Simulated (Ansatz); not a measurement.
Input for Ansatz (development build ahead of 0.2.0):

```yaml
crystal:
  periodic: [false, false, false]
  atoms:
    - { symbol: O, position_ang: [0.0, 0.0, 0.6835] }
    - { symbol: C, position_ang: [0.0, 0.0, -2.97684] }
    - { symbol: H, position_ang: [0.0, 0.93439, -3.56439] }
    - { symbol: H, position_ang: [0.0, -0.93439, -3.56439] }
basis:
  gaussian: { orbitals: pcseg-2 }
magnetization:
  spin_polarized: true
hamiltonian:
  xc: { name: wB97X }
```

The input is written out in the form of the current development build from the run's settings.

Output:

* Converged: yes
* Total energy: -114.22111 hartree
* Spin squared of the determinant: 2.006
* Stability test: minimum

Caution: charge can spread falsely over distant fragments; the unrestricted determinant is a mixture of spin states.
